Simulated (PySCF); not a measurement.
# MgH2: breathing scan

All numbers come from PBE0/[Mg def2-TZVP, H def2-TZVP], no relativity, density fitting, PySCF.

Rigid scan from the singlet minimum (Mg–H 1.706 Å (×2); H–Mg–H 180.0°). Coordinate: all bonds to the central atom scaled together. Energies in kJ/mol from the minimum.

```csv
scale of all bonds to the centre,E (kJ/mol)
0.88,49.9
0.92,20.3
0.96,4.7
1.00,0.0
1.04,4.0
1.08,14.7
1.14,40.1
1.22,85.6
1.35,173.4
```
